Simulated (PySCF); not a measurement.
Which functional comes closest?

Molecule: `InChI=1S/C4H5FO/c5-4(6)3-1-2-3/h3H,1-2H2`.

Structure with atom numbers: `[O:1]=[C:2]([F:3])[CH:4]1[CH2:5][CH2:6]1` (H(Xn): hydrogen on atom n). Ha(C5), Ha(C6) are cis to C2 on the ring; Hb(C5), Hb(C6) are trans to C2 on the ring.

Geometry PBE0-D3(BJ)/def2-SVP throughout; GIAO in PySCF, gas phase, one conformer, non-relativistic; equivalent atoms averaged; basis pcSseg-2.

Reference values (measured; solution, not stated per compound (mostly CDCl3 or CCl4); Pretsch, Buehlmann, Badertscher, Structure Determination of Organic Compounds, 4th ed. (2009)): δ(H(C4)) = 1.66 ppm. Computed shifts are taken against TMS, calculated as an isolated molecule at each level.

How do the functionals WP04, B97-2, BHandHLYP, CAM-B3LYP, wB97X-D, LC-wPBE perform against the reference? Times are CPU seconds on 1 thread of an Arm Neoverse V1, shared host.

Answers


```tsv
functional	kind	H(C4)	abs. error H	core-s
WP04	global hybrid	1.59	0.07	49
B97-2	global hybrid	1.51	0.15	43
BHandHLYP	global hybrid	1.45	0.21	33
CAM-B3LYP	range-separated hybrid	1.54	0.12	48
wB97X-D	range-separated hybrid	1.50	0.16	46
LC-wPBE	range-separated hybrid	1.55	0.11	67
```

For 1H the closest is WP04 (0.07 ppm) and the furthest BHandHLYP (0.21 ppm). One molecule is a small sample, and vibrational and solvent effects are absent from the calculation.
